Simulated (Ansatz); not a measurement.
**AlBH₂ (quintet): from Hartree-Fock to the top rungs, def2-TZVPP**

The task here is to estimate one member of a computed series from the others.

Method: def2-TZVPP, core rule «outside noble gas», up to 6 orbitals frozen; program: Ansatz 0.2.0, Gaussian basis.

The runs, in order: UHF; ROHF; CCSD(T) on UHF.

2 further runs of the same task are left out: 2 set aside as unsound or not needed.

## The geometry

The geometry is a PBE0/def2-TZVP stationary point (not a proven minimum) of the parent state, kept for this charge and spin.

4 atoms, charge 0, spin multiplicity 5.

Atoms are counted from 1 here; the program's logs count them from 0.

Bond lengths: B1–Al2 2.079 Å, Al2–H3 1.585 Å, Al2–H4 1.585 Å. Angles: B1–Al2–H3 117.0°, B1–Al2–H4 117.0°, H3–Al2–H4 125.9°.

Set-up of the first run:

in.yaml reads:

```yaml
crystal:
  periodic: [false, false, false]
  atoms:
    - {symbol: B, position_ang: [0.000000, 0.000000, 1.551119]}
    - {symbol: Al, position_ang: [0.000000, 0.000000, -0.528209]}
    - {symbol: H, position_ang: [0.000000, -1.411327, -1.248716]}
    - {symbol: H, position_ang: [0.000000, 1.411327, -1.248716]}
basis:
  gaussian: {orbitals: def2-TZVPP}
magnetization: {spin_polarized: true, initial_magnetization: 4}
hamiltonian: {xc: hf}
output: {orbitals: {seedname: orbitals}}
```

The run is started by

```
$ ansatz run in.yaml --threads 1 --pin off --events-out ev --progress --plain --max-ram 3968MiB --backend cpu
```

Steps of the session up to this table: UHF; ROHF; CCSD(T) on UHF.

One of the session's tables, all rows but one given; the rest of the session is left out.

```
  method  from UCCSD(T) (meV)
    ROHF                    ?
     UHF              +3396.4
    UMP2               +826.1
   UCCSD                +85.0
UCCSD(T)                    0
```

Estimate the missing values for ROHF.

**Answer.** from UCCSD(T) (meV): +3419.6. In the column «from UCCSD(T) (meV)» it is the highest.
